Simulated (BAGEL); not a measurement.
# C2H7B (SMILES CBC): HF/STO-3G (density fitting with qzvpp-jkfit)

Aim: the vertical ionisation energy of C2H7B at HF/STO-3G (density fitting with qzvpp-jkfit), from 2 runs. 

Program for the calculation: BAGEL 1.2.2.

1 further run of the same task is left out (set aside as unsound or not needed). Runs told in other sessions of the task aren't counted.

### Step 1. The structure to begin with

C2H7B has 10 atoms, charge 0, and is taken as a singlet. As SMILES, `CBC`. The shape is that of a PBE0-D4/def2-TZVP optimisation.

Bond lengths: C1–B2 1.558 Å, B2–C3 1.557 Å, C1–H4 1.102 Å, C1–H5 1.093 Å, C1–H6 1.092 Å, B2–H7 1.204 Å, C3–H8 1.093 Å, C3–H9 1.093 Å, C3–H10 1.102 Å. Some angles: C1–B2–C3 123.5°, C1–B2–H7 118.3°, C3–B2–H7 118.3°, B2–C1–H4 105.5°, B2–C1–H5 113.7°, B2–C1–H6 115.1°, B2–C3–H8 113.8°, B2–C3–H9 115.0°, B2–C3–H10 105.4°, H4–C1–H5 105.0°.

### Step 2. The energy at HF/STO-3G (density fitting with qzvpp-jkfit)

hf.json

```json
{ "bagel": [

{
  "title": "molecule",
  "basis": "sto-3g",
  "df_basis": "qzvpp-jkfit",
  "angstrom": true,
  "geometry": [
    { "atom": "C", "xyz": [      -0.866800,       0.874600,      -0.607300 ] },
    { "atom": "B", "xyz": [       0.104600,      -0.333600,      -0.456400 ] },
    { "atom": "C", "xyz": [       0.826500,      -0.693800,       0.875800 ] },
    { "atom": "H", "xyz": [      -1.880100,       0.442100,      -0.587100 ] },
    { "atom": "H", "xyz": [      -0.793000,       1.379200,      -1.574000 ] },
    { "atom": "H", "xyz": [      -0.820700,       1.609400,       0.199800 ] },
    { "atom": "H", "xyz": [       0.309300,      -1.024800,      -1.421300 ] },
    { "atom": "H", "xyz": [       0.932700,      -1.768600,       1.043000 ] },
    { "atom": "H", "xyz": [       0.414400,      -0.217500,       1.768500 ] },
    { "atom": "H", "xyz": [       1.856400,      -0.318200,       0.761900 ] }
  ]
},

{
  "title": "hf"
},

{
  "title": "print",
  "file": "orbitals.molden",
  "orbitals": true
}

]}
```

Started as:

```
$ BAGEL_NUM_THREADS=1 BAGEL hf.json > hf.out
```

The log of the run:

```text
* using 1 threads per process

  ===============================================================
  ===============================================================

  *** Geometry ***

  { "atom" : "C", "xyz" : [     -1.638015,      1.652754,     -1.147631 ] },
  { "atom" : "B", "xyz" : [      0.197665,     -0.630413,     -0.862471 ] },
  { "atom" : "C", "xyz" : [      1.561859,     -1.311092,      1.655022 ] },
  { "atom" : "H", "xyz" : [     -3.552874,      0.835448,     -1.109458 ] },
  { "atom" : "H", "xyz" : [     -1.498553,      2.606310,     -2.974429 ] },
  { "atom" : "H", "xyz" : [     -1.550898,      3.041325,      0.377567 ] },
  { "atom" : "H", "xyz" : [      0.584492,     -1.936591,     -2.685868 ] },
  { "atom" : "H", "xyz" : [      1.762548,     -3.342170,      1.970984 ] },
  { "atom" : "H", "xyz" : [      0.783103,     -0.411015,      3.341981 ] },
  { "atom" : "H", "xyz" : [      3.508088,     -0.601311,      1.439782 ] },

  Number of auxiliary basis functions:      351

  Since a DF basis is specified, we compute 2- and 3-index integrals:
    o Being stored without compression. Storage requirement is 0.001 GB

  Number of basis functions:       22
  Number of electrons      :       24

    * METHOD: MOLECULE                             0.22

  *** RHF ***

  === Nuclear Repulsion ===
    66.8727389155

      * DIIS with orbital gradients will be used.

  === RHF iteration (sto-3g) ===
      0       -103.23449096          0.01047915           0.01
      1       -103.26049627          0.00266269           0.01
      2       -103.26227984          0.00017064           0.01
      3       -103.26228636          0.00003873           0.01
      4       -103.26228667          0.00000710           0.01
      5       -103.26228668          0.00000207           0.01
      6       -103.26228668          0.00000073           0.01
      7       -103.26228668          0.00000018           0.01
      8       -103.26228668          0.00000001           0.01
      9       -103.26228668          0.00000000           0.01
    * SCF iteration converged.

    * Permanent dipole moment:
           (    0.014738,    -0.050848,    -0.069770) a.u.

    * METHOD: HF                                   0.25

    * METHOD: PRINT                                0.01

  ===============================================================
```

Wall time 1.1 s (1 thread of AMD EPYC, shared host); peak memory 0.079 GiB.

### Step 3. The doublet cation at the same level

Changes to hf.json since step 2:

```diff
@@ -22,3 +22,5 @@
 {
-  "title": "hf"
+  "title": "uhf",
+  "charge": 1,
+  "nopen": 1
 },
```

Started as:

```
$ BAGEL_NUM_THREADS=1 BAGEL hf.json > hf.out
```

The log of the run:

```text
* using 1 threads per process

  ===============================================================
  ===============================================================

  *** Geometry ***

  { "atom" : "C", "xyz" : [     -1.638015,      1.652754,     -1.147631 ] },
  { "atom" : "B", "xyz" : [      0.197665,     -0.630413,     -0.862471 ] },
  { "atom" : "C", "xyz" : [      1.561859,     -1.311092,      1.655022 ] },
  { "atom" : "H", "xyz" : [     -3.552874,      0.835448,     -1.109458 ] },
  { "atom" : "H", "xyz" : [     -1.498553,      2.606310,     -2.974429 ] },
  { "atom" : "H", "xyz" : [     -1.550898,      3.041325,      0.377567 ] },
  { "atom" : "H", "xyz" : [      0.584492,     -1.936591,     -2.685868 ] },
  { "atom" : "H", "xyz" : [      1.762548,     -3.342170,      1.970984 ] },
  { "atom" : "H", "xyz" : [      0.783103,     -0.411015,      3.341981 ] },
  { "atom" : "H", "xyz" : [      3.508088,     -0.601311,      1.439782 ] },

  Number of auxiliary basis functions:      351

  Since a DF basis is specified, we compute 2- and 3-index integrals:
    o Being stored without compression. Storage requirement is 0.001 GB

  Number of basis functions:       22
  Number of electrons      :       24

    * METHOD: MOLECULE                             0.26

  *** Open-shell HF ***

  === Nuclear Repulsion ===
    66.8727389155

      * DIIS with orbital gradients will be used.

  === UHF iteration (sto-3g) ===
      0       -102.82060482          0.03575326           0.03
      1       -102.88606611          0.00765864           0.03
      2       -102.88943419          0.00211042           0.02
      3       -102.88984148          0.00066936           0.03
      4       -102.88991832          0.00018731           0.03
      5       -102.88993671          0.00006268           0.02
      6       -102.88993922          0.00003330           0.03
      7       -102.88993998          0.00001006           0.02
      8       -102.88994001          0.00000473           0.03
      9       -102.88994001          0.00000320           0.03
     10       -102.88994002          0.00000309           0.03
     11       -102.88994002          0.00000305           0.03
     12       -102.88994002          0.00000306           0.03
     13       -102.88994002          0.00000305           0.03
     14       -102.88993999          0.00000298           0.03
     15       -102.88993992          0.00000276           0.03
     16       -102.88993971          0.00000209           0.03
     17       -102.88993964          0.00000150           0.03
     18       -102.88993956          0.00000266           0.03
     19       -102.88993956          0.00000294           0.03
     20       -102.88993956          0.00000067           0.03
     21       -102.88993956          0.00000041           0.03
     22       -102.88993956          0.00000020           0.03
     23       -102.88993956          0.00000009           0.03
     24       -102.88993956          0.00000005           0.03
     25       -102.88993956          0.00000004           0.03
     26       -102.88993956          0.00000002           0.03
     27       -102.88993956          0.00000001           0.03
    * SCF iteration converged.

    * S^2 (UHF) is 0.7638

    * Permanent dipole moment:
           (    0.020870,    -0.002691,     0.050694) a.u.

    * METHOD: UHF                                  0.93

    * METHOD: PRINT                                0.01

  ===============================================================
```

Run time: 1.9 s. Hardware: 1 thread of AMD EPYC, shared host; peak memory 0.079 GiB.

### Step 4. What came out

At HF/STO-3G (density fitting with qzvpp-jkfit):

```
                                          quantity          value
                       singlet C2H7B: total energy  -103.26229 Eh
                      singlet C2H7B: dipole moment         0.22 D
                        singlet C2H7B: HOMO energy      -11.03 eV
                        singlet C2H7B: LUMO energy        7.33 eV
                      singlet C2H7B: HOMO–LUMO gap       18.37 eV
                      doublet cation: total energy  -102.88994 Eh
                              doublet cation: ⟨S²⟩          0.764
vertical ionisation energy (to the doublet cation)      10.132 eV
```

**Reading.** Removing an electron at fixed nuclei costs 10.13 eV (978 kJ/mol). −ε(HOMO) before ionisation, 11.03 eV, is 0.90 eV above this ionisation energy. In a minimal basis such a difference can be off by several eV, whatever the method.
